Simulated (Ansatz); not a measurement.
A run of Ansatz (development build ahead of 0.2.0) on singlet N2O at this shape:

```yaml
atoms:
  - { symbol: N, position_ang: [0.0370, -0.0193, -1.0231] }
  - { symbol: N, position_ang: [-0.0335, 0.0042, -0.0323] }
  - { symbol: O, position_ang: [-0.0340, 0.0014, 0.9136] }
```

Its results:

```yaml
Converged: yes
Total_energy: -183.30720 hartree
Spin_squared_of_the_determinant: 0.000
```

**Question.** Which input gives this output? Name the method, the orbitals and the basis set, and write the input.

**Answer.** RHF in 6-31G. An unrestricted run that stays on the closed shell gives the same numbers.

```yaml
crystal:
  periodic: [false, false, false]
  atoms:
    - { symbol: "N", position_ang: [0.03703, -0.01927, -1.02312] }
    - { symbol: "N", position_ang: [-0.03352, 0.00419, -0.03225] }
    - { symbol: O, position_ang: [-0.03401, 0.00142, 0.91358] }
basis:
  gaussian: { orbitals: "6-31G" }
hamiltonian:
  xc: hf
```

Caution: no unrestricted run beside it, a lower state can exist.
